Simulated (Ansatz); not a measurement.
A run of Ansatz (development build ahead of 0.2.0) on doublet NO at this shape:

```yaml
atoms:
  - { symbol: N, position_ang: [0.0000, 0.0000, 0.0000] }
  - { symbol: O, position_ang: [0.0000, 0.0000, 1.1500] }
```

Its results:

- Converged: yes
- Total energy: -129.80138 hartree
- Spin squared of the determinant: 0.750
- Stability test: minimum among restricted orbitals

**Question.** Which input gives this output? Name the method, the orbitals and the basis set, and write the input.

**Answer.** PBE0 (restricted open-shell) in pcseg-2.

```yaml
crystal:
  periodic: [false, false, false]
  atoms:
    - { symbol: "N", position_ang: [0.0, 0.0, 0.0] }
    - { symbol: O, position_ang: [0.0, 0.0, 1.15] }
basis:
  gaussian: { orbitals: pcseg-2 }
magnetization:
  initial_magnetization: 1
hamiltonian:
  xc: pbe0
```
